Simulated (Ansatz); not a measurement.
## How far each method lies from UCCSDT(Q) for GeBO, doublet

Geometry: that of the GeBO, quartet, kept fixed.

| atom | x (Å) | y (Å) | z (Å) |
| --- | --- | --- | --- |
| Ge | 0.0000 | 0.0000 | 1.7191 |
| B | 0.0000 | 0.0000 | -0.2555 |
| O | 0.0000 | 0.0000 | -1.4636 |

Basis cc-pVDZ; Ansatz 0.2.0. Only valence electrons are correlated (noble-gas cores and the filled d shells of p-block atoms frozen), which leaves 13 electrons in 39 orbitals. R marks a restricted (for open shells ROHF) determinant, U an unrestricted one. Active spaces: valence = (11e, 11o, short of the full valence) chosen from the atoms' valence shells. No spin–orbit coupling is included, and no scalar relativity.

Full CI isn't at hand for all of this; UCCSDT(Q) serves as the reference, and is uncertain by about the last step of the cluster series. The frozen core follows each run's orbitals, which can shift R against U totals by a few meV for light atoms and by up to 0.1 eV past Ca.

- UHF ⟨S²⟩: 0.763
- T1 diagnostic (RCCSD): 0.0258
- largest doubles amplitude (RCCSD): 0.076
- T1 diagnostic (UCCSD): 0.0242

**Question.** From what is known of these methods and the diagnostics, rank them by the size of their error in total energy against UCCSDT(Q) in cc-pVDZ, smallest first (an estimate: the text doesn't fix the numbers).
A. UMP2
B. UHF
C. UCCSD(T)
D. UCCSD
E. UCCSDT

**Answer.** E (3.5 kJ/mol), C (6.1 kJ/mol), D (38.7 kJ/mol), A (86.7 kJ/mol), B (907.4 kJ/mol).

All errors are against UCCSDT(Q) in cc-pVDZ. Within each family the higher level lies nearer, as is usual though not guaranteed.

Natural occupations of CASSCF (valence space) about the gap: 1.979 1.957 1.950 1.937 1.002 0.061 0.044 0.043 0.026 0.017; effectively unpaired electrons, Σ n²(2−n)², 1.07.
